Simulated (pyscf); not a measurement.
Cl–BH–Cl + ethylene (H₂C=CH₂) → Cl–BH–Cl + ethylene (H₂C=CH₂) (four-centre exchange; singlet surface; B–H, C–H broken, B–H, C–H formed). Single points on ωB97X-D3(BJ)/def2-SVP structures (PySCF, gas phase). Energies in eV from the separated reactants.

| level | barrier | reaction energy |
|---|---|---|
| ωB97X-D3(BJ)/def2-TZVP | 2.25 | 0.00 |
| PBE/def2-TZVP | 1.86 | 0.00 |
| B3LYP-D3(BJ)/def2-TZVP | 2.24 | 0.00 |
| PBE0-D3(BJ)/def2-TZVP | … | 0.00 |
| M06-2X/def2-TZVP | 2.21 | 0.00 |
| HF/def2-TZVP | … | 0.00 |

Q: What belongs in the gaps?

A: 
- PBE0-D3(BJ)/def2-TZVP, barrier: 1.94
- HF/def2-TZVP, barrier: 3.41

The functionals in the table span 0.39 eV in this barrier, from PBE to ωB97X-D3(BJ)/def2-TZVP. At the saddle there is also a short B–C contact that neither side keeps. The same reactants have a lower exit, to Cl–BH–CH₂–CH₂–Cl (barrier +0.91 eV at ωB97M-D3(BJ)/def2-TZVP, against +2.27 eV here). One saddle was located; it need not be the lowest between these sides.
